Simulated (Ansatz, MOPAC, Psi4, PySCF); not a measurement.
Reaction (SMILES): CC#N + C (CH4) → C#N (CHN) [formonitrile] + CC (C2H6) [ethane]

Property: bond separation energy (enthalpy at 298 K), in kcal/mol. Conventions: non-relativistic; frozen cores in correlated levels; 6-311+G** with 5d; no spin-orbit coupling; six Cartesian d functions in 6-31G* and its kin unless marked 5d; dispersion terms only where a functional's name holds one. CBS(X,Y): correlation extrapolated as X^-3; Hartree-Fock from the larger set. The bracket is a focal-point correction in the basis named. Ab initio and DFT rows: single points at B3LYP-D3(BJ) geometries (Ansatz, a program for electronic structure), with unscaled harmonic terms from B3LYP/6-31G* (Ansatz) at its own minima. Semi-empirical rows: MOPAC heats of formation at their own minima for 298 K.

Measured values: Active Thermochemical Tables 1.112 (ions: stationary electron), as tabulated in the package chemicals; G2/97 table in ASE (Curtiss et al.); they hold spin-orbit and core effects, anharmonicity. 

Value to compare with, the measured value: 10.7 kcal/mol.

```
level                                              program  bond separation energy (enthalpy at 298 K) (kcal/mol)  error
-------------------------------------------------  -------  -----------------------------------------------------  -----
PM3                                                  MOPAC                                                    4.5   -6.2
HF/6-311+G**                                        Ansatz                                                   11.7    1.0
PBE/STO-3G                                          Ansatz                                                   11.5    0.8
PBE/6-31G*                                          Ansatz                                                   13.4    2.7
PBE/def2-SVP                                        Ansatz                                                   12.6    1.9
B3LYP/6-31G*                                        Ansatz                                                   13.0    2.3
B3LYP/6-31G**                                       Ansatz                                                   12.7    2.0
PBE0/6-31G*                                         Ansatz                                                   13.1    2.4
M06-2X/6-31G* (5d)                                   PySCF                                                   12.0    1.3
wB97X-D/6-311+G**                                     Psi4                                                   11.6    0.9
B3LYP/def2-TZVPD                                    Ansatz                                                   12.5    1.8
wB97M-V/def2-TZVPD                                  Ansatz                                                   11.5    0.8
wB97X-V/def2-TZVPD                                  Ansatz                                                   11.7    1.0
RI-MP2/CBS(cc-pVTZ,cc-pVQZ)+[CCSD(T)-MP2]/cc-pVTZ   Ansatz                                                   10.7    0.0
```

Among the 10 habitual levels, PM3 lies farthest from the measured value (-6.2 kcal/mol); 9 of 10 lie above it, and their mean absolute error is 2.1 kcal/mol, the median 1.9. One case shows no general order.

The levels are drawn from those run, B3LYP/6-31G* more often than the rest, none by its result; left out are runs that failed, that the program found above a lower state of the same kind, or whose <S^2> lies over 0.5 above the pure value.
